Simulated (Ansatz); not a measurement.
System: C$_{2}$H$_{6}$O, charge 1, multiplicity 2. SMILES of the parent species: COC
Coordinates optimised at B3LYP-D3(BJ)/def2-TZVP (Ansatz, a first-principles code):
```
O
C 1 1.4033
H 2 1.0862 1 113.05
C 1 1.4033 2 121.61 3 0.00
H 4 1.0862 1 113.05 2 0.00
H 4 1.1036 5 113.65 1 -120.48
H 2 1.1036 3 113.65 1 -120.48
H 2 1.1036 3 113.65 7 -119.04
H 4 1.1036 5 113.65 6 -119.04
```
Charge +1, spin multiplicity 2.

### Question
Give the harmonic wavenumbers at B3LYP-D3(BJ)/def2-TZVP (Ansatz, finite differences of forces, unscaled).

### Answer
70, 126, 427, 839, 889, 938, 1115, 1121, 1227, 1321, 1357, 1358, 1366, 1452, 1495, 2917, 2951, 2952, 2962, 3169, 3174 cm⁻¹. Zero-point energy 47.5 kcal/mol.

### Question
From these and the geometry, give the ideal-gas thermochemistry at 298.15 K and 1 atm (rigid rotor, harmonic oscillator).

### Answer
Point group C2v, rotational symmetry number 2. Rotational constants 45.16, 9.291, 8.499 GHz. S(trans) 37.41, S(rot) 20.65, S(vib) 8.74, S(elec, spin only) 1.38, S 68.2 cal/(mol K). H(298) - H(0) 3.65 kcal/mol; G - E(el) 30.8 kcal/mol.
